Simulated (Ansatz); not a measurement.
# CF₂O: basis-set convergence

One table from this session's results is given with a row withheld; the runs are named, their logs left out.

Computed with Ansatz 0.2.0, Gaussian basis. Level: one geometry, several basis sets.

Levels to be run: PBE0-D4/def2-SVP; ωB97M-V/def2-SVP; PBE0-D4/def2-QZVPP; ωB97M-V/def2-QZVPP; CCSD(T)/cc-pV(D+d)Z; CCSD(T)/cc-pV(T+d)Z; CCSD(T)/cc-pV(Q+d)Z; the functionals' def2-TZVPP values are taken from earlier runs.

### Structure used throughout

All runs share one geometry, relaxed beforehand with PBE0-D4 in a triple-zeta def2 set.

SMILES `O=C(F)F`, 4 atoms, charge 0, spin multiplicity 1.

Atoms are counted from 1 here; the program's logs count them from 0.

Bond lengths: O1–C2 1.169 Å, C2–F3 1.309 Å, C2–F4 1.309 Å. Angles: O1–C2–F3 126.1°, O1–C2–F4 126.1°, F3–C2–F4 107.8°.

As a file:

```mol
CF2O
  3D, bonds by distance, orders not assigned

  4  3  0  0  0  0  0  0  0  0999 V2000
   -1.2427   -0.1574    0.1539 O   0  0
   -0.0918   -0.0116    0.0114 C   0  0
    0.8455   -0.8266    0.4246 F   0  0
    0.4890    0.9956   -0.5899 F   0  0
  1  2  8  0
  2  3  8  0
  2  4  8  0
M  END
```

Set-up of the first run:

in.yaml

```yaml
crystal:
  periodic: [false, false, false]
  atoms:
    - {symbol: O, position_ang: [-1.242688, -0.157403, 0.153916]}
    - {symbol: C, position_ang: [-0.091841, -0.011635, 0.011375]}
    - {symbol: F, position_ang: [0.845499, -0.826578, 0.424621]}
    - {symbol: F, position_ang: [0.489030, 0.995616, -0.589913]}
basis:
  gaussian: {orbitals: def2-SVP}
hamiltonian: {xc: pbe0, dispersion: d4}
output: {orbitals: {seedname: orbitals}}
```

The run is started by

```console
$ ansatz run in.yaml --threads 4 --pin off --events-out ev --progress --plain --max-ram 10444MiB
```

Steps of the session up to this table: PBE0-D4 in def2-SVP; ωB97M-V in def2-SVP; PBE0-D4 in def2-QZVPP; ωB97M-V in def2-QZVPP.

One table of the session follows, with a row left open; its other results are not shown here.

It belongs to the step «Density functionals: the series». 

| functional | basis | HOMO (eV) | LUMO (eV) |
| --- | --- | --- | --- |
| PBE0-D4 | def2-SVP | -10.20 | -0.22 |
| PBE0-D4 | def2-TZVPP | ? | ? |
| PBE0-D4 | def2-QZVPP | -10.40 | -0.44 |
| ωB97M-V | def2-SVP | -12.65 | 2.34 |
| ωB97M-V | def2-TZVPP | -12.83 | 2.12 |
| ωB97M-V | def2-QZVPP | -12.88 | 2.04 |

Q: Estimate the row for PBE0-D4, def2-TZVPP from the others.

As computed: HOMO (eV): -10.36; LUMO (eV): -0.38. In the column «HOMO (eV)» it lies between PBE0-D4, def2-QZVPP (-10.40) and PBE0-D4, def2-SVP (-10.20).
